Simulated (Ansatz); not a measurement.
# CH4OSi: the cost of one run

Program: Ansatz 0.2.0, Gaussian basis. Level of theory: PBE0-D4/def2-SVP. These are calculated values, not measurements.

### 1 The system as given

The start, a first-order saddle point found at PBE0-D4 in triple zeta: 7 atoms, charge 0, spin multiplicity 1.

Atoms are counted from 1 here; the program's logs count them from 0.

Bond lengths: H1–Si3 1.532 Å, O2–Si3 1.576 Å, Si3–C4 1.870 Å, C4–H5 1.094 Å, C4–H6 1.095 Å, C4–H7 1.094 Å. Angles: H1–Si3–O2 57.0°, H1–Si3–C4 178.6°, O2–Si3–C4 121.6°, Si3–C4–H5 111.0°, Si3–C4–H6 108.0°, Si3–C4–H7 110.5°, H5–C4–H6 109.8°, H5–C4–H7 107.9°, H6–C4–H7 109.6°.

Coordinates:

```xyz
7
CH4OSi
H    -0.1986   -2.2992   -0.7538
O    -1.2828   -1.6155   -0.0052
Si    0.0557   -0.8491   -0.3300
C     0.3210    0.9263    0.1944
H     1.2173    1.0224    0.8136
H    -0.5587    1.2455    0.7626
H     0.4461    1.5697   -0.6815
```

### 2 Dynamics

md/in.yaml reads:

```yaml
crystal:
  periodic: [false, false, false]
  atoms:
    - {symbol: H, position_ang: [-0.198641, -2.299239, -0.753763]}
    - {symbol: O, position_ang: [-1.282775, -1.615509, -0.005243]}
    - {symbol: Si, position_ang: [0.055743, -0.849120, -0.329962]}
    - {symbol: C, position_ang: [0.320973, 0.926307, 0.194422]}
    - {symbol: H, position_ang: [1.217278, 1.022391, 0.813584]}
    - {symbol: H, position_ang: [-0.558651, 1.245490, 0.762578]}
    - {symbol: H, position_ang: [0.446074, 1.569681, -0.681515]}
basis:
  gaussian: {orbitals: def2-SVP}
hamiltonian: {xc: pbe0, dispersion: d4}
md: {n_steps: 60, timestep: 0.5, temperature: 300, ensemble: nve, seed: 528, initial_velocities: maxwell_boltzmann}
```

On the command line:

```sh
> ansatz run in.yaml --threads 2 --pin off --events-out ev --progress --plain --max-ram 4352MiB
```

**Question.** How long does this run take on 2 threads of Arm Neoverse V1, shared host?

About 54 s.
